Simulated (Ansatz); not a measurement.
**Scan of BH₂⁺, triplet**

Starting geometry (PBE0/def2-TZVP stationary point for this spin, not checked as a minimum):

```xyz
3

B     0.0000    0.0000   -0.1694
H     0.0000    0.7106    0.9083
H     0.0000   -0.7106    0.9083
```

From there all distances are scaled together; atoms are numbered as listed. Energies are in eV, counted from the starting geometry at the same level. Kohn–Sham curves are unrestricted where that lies lower.

Basis aug-cc-pVTZ; Ansatz 0.2.0. Correlated methods freeze the noble-gas cores. Active spaces: valence = (4e, 6o) chosen from the atoms' valence shells.

Full CI is exact within this basis and frozen core; it isn't the basis-set limit.

| scale of all distances | full CI | curve A | curve B | curve C | curve D |
| --- | --- | --- | --- | --- | --- |
| 0.885 | 0.424 | 0.430 | 0.443 | 0.474 | 0.469 |
| 1.000 | 0.000 | 0.000 | 0.000 | 0.000 | 0.000 |
| 1.117 | 0.261 | 0.238 | 0.240 | 0.218 | 0.195 |
| 1.313 | 1.224 | 1.182 | 1.174 | 1.150 | 0.987 |
| 1.499 | 2.056 | 1.976 | 1.972 | 2.011 | 1.608 |
| 1.716 | 2.592 | 2.455 | 2.466 | 2.635 | 1.905 |
| 2.033 | 2.881 | 2.687 | 2.775 | 3.093 | 1.996 |
| 2.383 | 3.010 | 2.787 | 2.947 | 3.366 | 2.037 |

The curves come from CASSCF (valence space), NEVPT2 (valence space), PBE, RPA-PBE. Compare each with full CI and say which is which.

A: NEVPT2 (valence space), B: RPA-PBE, C: PBE, D: CASSCF (valence space). Spread of the error against full CI, over the points where both stand: A 0.230, B 0.145, C 0.429, D 1.019 eV. CASSCF lacks dynamic correlation, of which the bound molecule has more, so its curve rises 0.974 eV too little out to 2.383. PBE at 2.383 lies 0.356 eV (12 %) above the reference in this basis.
